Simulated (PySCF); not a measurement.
Peak assignment

Structure with atom numbers: `[CH2:1]=[CH:2][C@@H:3]([CH3:4])[NH:5][CH3:6]`. Each H is labelled by its parent atom. Ha(C1) is cis to C3; Hb(C1) is trans to C3.

All values are calculated (PySCF): structure optimised with GFN2-xTB, PBE0/pcSseg-1 with gauge-including orbitals. No relativistic terms, fast rotation and ring inversion assumed for equivalent nuclei, gas phase, one conformer.

Shifts are taken against calculated references (same method and geometry level): ¹³C, ¹H vs TMS.

Question: Assign these signals to the numbered atoms. ¹³C{¹H} NMR (computed): δ 156.2 (CH), 121.6 (CH2), 65.5 (CH), 38.3 (CH3), 26.1 (CH3).

Answer: 
| δ (ppm) | atoms | environment | reason |
| --- | --- | --- | --- |
| 156.2 | C2 | alkene CH | as expected for a trigonal carbon in a double bond |
| 121.6 | C1 | terminal =CH2 carbon | an sp2 carbon of a C=C bond |
| 65.5 | C3 | allylic sp3 CH bonded to N | the inductive effect lowers its shielding |
| 38.3 | C6 | methyl carbon bonded to N | pulled downfield by the heteroatom |
| 26.1 | C4 | methyl carbon | a saturated carbon with 1 carbon neighbour and no heteroatom attached |

Question: Assign these signals to the numbered atoms. ¹H NMR (400 MHz, computed): δ 6.03 (m, 1H), 5.53 (m, 1H), 5.33 (m, 1H), 3.04 (m, 1H), 2.56 (s, 3H), 1.19 (d, 3H), 0.17 (br s, 1H).

Answer: 
| δ (ppm) | atoms | environment | reason |
| --- | --- | --- | --- |
| 6.03 | H(C2) | hydrogen on an alkene CH | attached to an sp2 carbon and in the plane of the double bond |
| 5.53 | Ha(C1) | hydrogen on a terminal =CH2 carbon | attached to an sp2 carbon and in the plane of the double bond |
| 5.33 | Hb(C1) | hydrogen on a terminal =CH2 carbon | – |
| 3.04 | H(C3) | hydrogen on an allylic sp3 CH bonded to N | its carbon carries N, an electronegative neighbour |
| 2.56 | H(C6) | hydrogen on a methyl carbon bonded to N | its carbon carries N, an electronegative neighbour |
| 1.19 | H(C4) | hydrogen on a methyl carbon | – |
| 0.17 | H(N5) | hydrogen on an amine nitrogen | exchangeable; this is the value without hydrogen bonding to other molecules |

Exchangeable OH/NH protons stand at their gas-phase positions; hydrogen bonding in a real sample shifts them, mostly to higher δ. Shifts are as computed. Against solution values, carbons near 30 ppm lie about +3 ppm off and those near 130 ppm about +5 ppm. Of 1309 compounds with measured shifts, 239 miss one by over three times the rms of a fit or turn the order of signals round; such compounds aren't used in these exercises. Multiplicities follow the n + 1 count of equivalent neighbours, as no J values were calculated; m marks all less simple cases, F and P coupling included.
